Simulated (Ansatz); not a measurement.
`CCCCC(C)C`, 23 atoms. The species carries charge 0 and has multiplicity 1. All runs use 3 threads of an AMD EPYC 7R13 on a shared host and a share of an NVIDIA H100 80 GB. Correlated methods freeze the cores. Open-shell runs search over several starts.

Problem. Give the basis size and wall time and peak host memory of each of these runs in Ansatz. RHF-MP2/def2-QZVPP energy; RHF-CCSD(T)/def2-TZVPP energy; RHF-CCSD(T)/def2-SVP energy; RKS ωB97M-V/def2-QZVPP energy; RKS PBE-QIDH (frozen core)/def2-TZVPP energy; RKS PBE0-D4/def2-QZVPP energy; UHF-MP2/def2-TZVPP energy of the cation; RKS B2PLYP (frozen core)/def2-TZVPP energy; UHF-MP2/def2-QZVPP energy of the cation; UKS ωB97X-V/def2-TZVPP energy of the cation; UKS PBE0-D4/def2-TZVPP energy of the cation; UKS ωB97M-V/def2-TZVPP energy of the cation. (An estimate is asked.)

Solution. The calculation gave: Other jobs shared the machine, so times are rough.

| level | job | functions | wall time | peak host memory (GiB) |
| --- | --- | --- | --- | --- |
| RHF-CCSD(T)/def2-SVP | energy | 178 | 4.3 s | 0.81 |
| RKS PBE0-D4/def2-QZVPP | energy | 879 | 6.5 s | 1.4 |
| RKS B2PLYP (frozen core)/def2-TZVPP | energy | 441 | 7.5 s | 2.1 |
| RKS PBE-QIDH (frozen core)/def2-TZVPP | energy | 441 | 8 s | 2.1 |
| RKS ωB97M-V/def2-QZVPP | energy | 879 | 9.5 s | 1.5 |
| RHF-MP2/def2-QZVPP | energy | 879 | 16 s | 9.4 |
| UKS PBE0-D4/def2-TZVPP | energy of the cation | 441 | 16 s | 1.1 |
| UKS ωB97X-V/def2-TZVPP | energy of the cation | 441 | 25 s | 1.2 |
| UKS ωB97M-V/def2-TZVPP | energy of the cation | 441 | 26 s | 1.3 |
| UHF-MP2/def2-TZVPP | energy of the cation | 441 | 29 s | 0.96 |
| RHF-CCSD(T)/def2-TZVPP | energy | 441 | 46 s | 2 |
| UHF-MP2/def2-QZVPP | energy of the cation | 879 | 70 s | 9.4 |
